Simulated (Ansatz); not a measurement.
**Ligand exchange: C2H3Cl + SiH3(SH) → C2H4S + SiH3Cl**

Gas-phase species: C2H3Cl `C=CCl`, singlet; SiH3(SH) (sulfanylsilane), singlet; C2H4S `C=CS`, singlet; SiH3Cl `[SiH3]Cl`, singlet. The partners trade Cl for SH: C–Cl and Si–SH bonds give way to C–SH and Si–Cl.

Shapes, held fixed at every level: PBE0-D4/def2-TZVP. Flexible molecules stand in one conformer, not always the lowest. Programs: Ansatz 0.2.0. Electronic energies: no zero-point or thermal term.

(1) Estimate ΔE of this reaction.

Results:

(1) The highest level, CCSD(T)/CBS estimate, gives ΔE = -53.0 kJ/mol; the levels span -54.4 to -47.9. The column of differences is taken from that level and isn't an error. No measured value is set beside it here. The CBS estimate extrapolates MP2 from def2-TZVPP and def2-QZVPP and adds CCSD(T) − MP2 in the triple-zeta set, cores frozen.

```
               level                    kind  ΔE (kJ/mol)  less CCSD(T)/CBS estimate
   PBE-D4/def2-TZVPP                     GGA        -47.9                       +5.1
r2SCAN-D4/def2-TZVPP                meta-GGA        -52.7                       +0.3
  PBE0-D4/def2-TZVPP           global hybrid        -50.1                       +2.9
  wB97M-V/def2-TZVPP  range-separated hybrid        -52.7                       +0.3
   B2PLYP/def2-TZVPP           double hybrid        -53.8                       -0.8
      MP2/def2-TZVPP     perturbation theory        -54.4                       -1.4
  CCSD(T)/def2-TZVPP   coupled cluster or CI        -51.4                       +1.6
CCSD(T)/CBS estimate   coupled cluster or CI        -53.0                        0.0
```
